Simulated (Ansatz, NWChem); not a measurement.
# Worked example: vertical ionisation energy of AlH3S (SMILES [AlH2][SH])

The species is AlH3S (5 atoms), meant as a singlet with charge 0. As SMILES, `[AlH2][SH]`. The coordinates come from a PBE0-D4/def2-TZVP relaxation.

Both states at this one shape; open shells run unrestricted unless said. 1 Eh = 27.2114 eV.

```
                                   level  program  singlet AlH3S (Eh)  doublet AlH3S+ (Eh)
                r2SCAN/6-311++G(3df,3pd)   NWChem         -642.413668          -642.036890
                  r2SCAN/6-311++G(2d,2p)   NWChem         -642.409882          -642.033358
CCSD(T)/pcseg-0, 10 core orbitals frozen   Ansatz         -640.492153          -640.127719
CCSD(T)/pcseg-1, 10 core orbitals frozen   Ansatz         -641.401863          -641.038586
```

**Question.** Work out the vertical ionisation energy at each level.

**Answer.** 
1. r2SCAN/6-311++G(3df,3pd): -642.036890 − (-642.413668) = 0.376778 Eh = 10.25 eV.
2. r2SCAN/6-311++G(2d,2p): -642.033358 − (-642.409882) = 0.376524 Eh = 10.25 eV.
3. CCSD(T)/pcseg-0: -640.127719 − (-640.492153) = 0.364434 Eh = 9.92 eV.
4. CCSD(T)/pcseg-1: -641.038586 − (-641.401863) = 0.363277 Eh = 9.89 eV.

No measured value is set beside it here; the levels span 9.89 to 10.25 eV.
